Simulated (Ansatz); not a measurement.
Results of PBEsol (Ansatz, an electronic-structure program, PAW) for chalcopyrite CdGeAs2.

Settings: plane-wave cutoff 520 eV, 8×8×8 k mesh, Fermi–Dirac smearing 0.01 eV, scalar-relativistic PAW data made under PBE.

The cell is scaled about its equilibrium volume:

Shape and atoms are relaxed at each volume.

```
V (Å³/atom)  P (GPa)   c (Å)  a (Å)
-----------  -------  ------  -----
23.965          2.72  11.134  5.869
24.464          1.28  11.224  5.905
24.964          0.00  11.311  5.942
25.463         -1.15  11.397  5.979
25.962         -2.17  11.480  6.015
```

Note: the gap of the solid is closed in this run; this level leaves the solid without a gap, although one is measured; the bulk modulus comes from volumes at which shape and atoms were relaxed.
